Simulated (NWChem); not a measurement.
Lowest excitation of fluorine (F₂)

```xyz
2

F      0.0000     0.0000     0.6882
F      0.0000     0.0000    -0.6882
```
Charge 0, spin multiplicity 1.

Program: NWChem. The geometry was optimised at PBE0/def2-SVP, a minimum by its harmonic frequencies.

Basis set: def2-SVPD.

```
method          lowest vertical singlet excitation energy (eV)  relative cost  difference from EOM-CCSD
--------------  ----------------------------------------------  -------------  ------------------------
CIS                                                       5.59              1                     +0.38
TD-LDA (SVWN5)                                            4.62        under 3                     -0.59
TD-PBE                                                    4.73              4                     -0.48
TD-B3LYP                                                  4.84              6                     -0.37
EOM-CCSD                                                  5.21            200                      0.00
```

The values span 0.97 eV, from TD-LDA (SVWN5) (lowest) to CIS (highest). Costs are rough ratios of processor time within this set of runs, SCF included, with CIS as 1.

The correlated methods keep 2 core orbitals frozen. B3LYP has NWChem's definition, with VWN1-RPA local correlation. No row is a measurement; the coupled-cluster row has its own basis-set and correlation limits.
